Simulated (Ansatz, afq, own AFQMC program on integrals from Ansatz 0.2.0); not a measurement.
Two steps: Ansatz 0.2.0 writes the Fock matrix and Cholesky factors of the valence space, and afq projects on them the lowest state that overlaps trial and start.

```yaml
crystal:
  periodic: [false, false, false]
  atoms:
    - {symbol: Ge, position_ang: [0.000000, 0.000000, 1.689721]}
    - {symbol: B, position_ang: [0.000000, 0.000000, -0.250601]}
    - {symbol: H, position_ang: [0.000000, 0.000000, -1.439120]}
basis:
  gaussian: {orbitals: cc-pVDZ}
magnetization: {spin_polarized: true, initial_magnetization: 2}
correlation: {method: ccsd_t, electrons: outside_noble_gas, hamiltonian_folder: ham}
```

```sh
$ ansatz run in.yaml --threads 1 --pin off --events-out ev --progress --plain --max-ram 1382MiB
```

Options of the walk:

```
--method phaseless --trial cisd --walkers 60 --populations 1 --least-time 40 --time-step 0.005 --steps-per-block 50 --equilibration-blocks 28 --max-blocks 300 --target-error 0.00034 --factor-cut 1e-05 --start spin_pure --seed 3500 --release-times 0.24,0.5,1,1.5 --release-step 0.02 --release-every 4 --taylor-order 6
```

Times are imaginary, in 1/Eh. The walk had a cap of 630 s. Filled inner d shells are frozen with the cores.

afq prints:

```
orbitals 31  electrons 5 3  factors 236 of 506
reference energy -2100.51856336 Eh
CCSD correlation -0.15349449 Eh in 10 cycles, weight of the determinant in the CISD state 0.8902
energy of the start -2100.671780 Eh
 block  time / (1/Eh)  mean weight  energy / Eh
     1     0.250  1.0011  -2100.670545
     2     0.500  1.0004  -2100.672101
     3     0.750  0.9986  -2100.674797
     4     1.000  0.9997  -2100.674017
     5     1.250  1.0005  -2100.673603
    10     2.500  0.9991  -2100.674093
    29     7.250  0.9992  -2100.676857
    49    12.250  0.9985  -2100.680560
    69    17.250  0.9993  -2100.679299
    89    22.250  1.0005  -2100.675428
   109    27.250  0.9997  -2100.684267
   129    32.250  1.0009  -2100.679002
   149    37.250  0.9985  -2100.678168
   161    40.250  1.0007  -2100.691517
   169    42.250  1.0009  -2100.678313
   181    45.250  1.0002  -2100.674534
   189    47.250  1.0001  -2100.677296
   197    49.250  1.0001  -2100.677552
blocks merged  error / Eh  count
     1  0.000205  170
     2  0.000253  85
     4  0.000291  42
     8  0.000278  21
    16  0.000229  10
released: time / (1/Eh)  energy / Eh  error  mean overlap
  0.24  -2100.678677  0.000331  1.0033
  0.50  -2100.678489  0.000343  1.0189
  1.00  -2100.678983  0.000298  1.0111
  1.50  -2100.678967  0.000340  1.0223
energy -2100.678862 +/- 0.000291 Eh
(rows thinned)
```

The run passed its tests (sampling time, drift between the halves within three errors, error under three times the target), which doesn't prove that it has relaxed.

Against this walk (error 7.9 meV) on the same determinant: CCSD(T) 32.0 meV higher, CCSDT(Q) 13.4 meV lower (within the noise). The error is statistical and leaves out the bias of the constraint. Released to 1.50 1/Eh the energy moves by -3 ± 12 meV (both errors), within twice the noise.

Cautions: constraint bias not in the error; no relativity below Rb; no spin-orbit coupling; inner d shell frozen.

The walk took 4.8 min on 1 thread of Intel(R) Xeon(R) Platinum 8175M CPU @ 2.50GHz (Skylake/Cascade Lake), on a shared host. The log's last line is the phaseless energy.

CCSDT and higher add their correlation energy to the determinant of the CCSD(T) run, since their own runs factorise the integrals more tightly (a shift of under 2 meV). A walk keeps the symmetry of its determinant, which the program's search chose and which needn't be the lowest solution, so a lower state of the same spin and another symmetry isn't excluded.
